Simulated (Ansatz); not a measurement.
Geometry optimisation, RKS PBE0-D4/def2-SVP in Ansatz 0.2.0.

Input:

```yaml
crystal:
  periodic: [false, false, false]
  atoms:
    - { symbol: C, position_ang: [-1.2553, -0.1759, 1.0] }
    - { symbol: C, position_ang: [-0.0558, 0.252, 0.2544] }
    - { symbol: S, position_ang: [0.7346, 1.701, 0.7709] }
    - { symbol: C, position_ang: [0.4989, -0.463, -0.7691] }
    - { symbol: O, position_ang: [1.5646, -0.1694, -1.4826] }
    - { symbol: H, position_ang: [-1.746, -1.033, 0.5839] }
    - { symbol: H, position_ang: [-2.031, 0.6617, 0.9126] }
    - { symbol: H, position_ang: [-1.0541, -0.2887, 2.042] }
    - { symbol: H, position_ang: [1.7784, 1.6737, -0.0619] }
    - { symbol: H, position_ang: [-0.0535, -1.3753, -1.0996] }
    - { symbol: H, position_ang: [1.6846, -0.8401, -2.13] }
basis:
  gaussian: { orbitals: def2-SVP }
hamiltonian:
  xc: pbe0
  dispersion: d4
relax:
  f_tol: 0.015
  max_steps: 40
```

Run as:

```bash
$ ansatz run input.yaml --threads 2 --pin off --max-ram 3072MiB --backend cpu --events-out ev --progress --plain --runs-dir out
```

Q: Where does it end, and by what steps?

A: It converged. After 5 steps the energy has fallen by 0.268 eV; C4 moved furthest, 0.07 Å.

```json
{"step": "0", "energy less start (eV)": "0.0000", "largest force component (eV/Å)": "3.188", "accepted": "yes"}
{"step": "1", "energy less start (eV)": "-0.2259", "largest force component (eV/Å)": "1.199", "accepted": "yes"}
{"step": "2", "energy less start (eV)": "-0.2622", "largest force component (eV/Å)": "0.199", "accepted": "yes"}
{"step": "3", "energy less start (eV)": "-0.2673", "largest force component (eV/Å)": "0.063", "accepted": "yes"}
{"step": "4", "energy less start (eV)": "-0.2679", "largest force component (eV/Å)": "0.031", "accepted": "yes"}
{"step": "5", "energy less start (eV)": "-0.2681", "largest force component (eV/Å)": "0.011", "accepted": "yes"}
```

```xyz
11
Properties=species:S:1:pos:R:3
C -1.276 -0.131 0.988
C -0.036 0.235 0.239
S 0.760 1.711 0.797
C 0.439 -0.497 -0.779
O 1.568 -0.157 -1.455
H -1.719 -1.053 0.584
H -2.033 0.669 0.924
H -1.064 -0.294 2.058
H 1.771 1.669 -0.095
H -0.082 -1.407 -1.097
H 1.738 -0.804 -2.144
```

Whether the end is a true minimum wasn't checked by a vibrational analysis.

Run time: 13 s on 2 threads of Intel(R) Xeon(R) 6975P-C (Granite Rapids), on a shared host, peak memory 0.25 GiB.
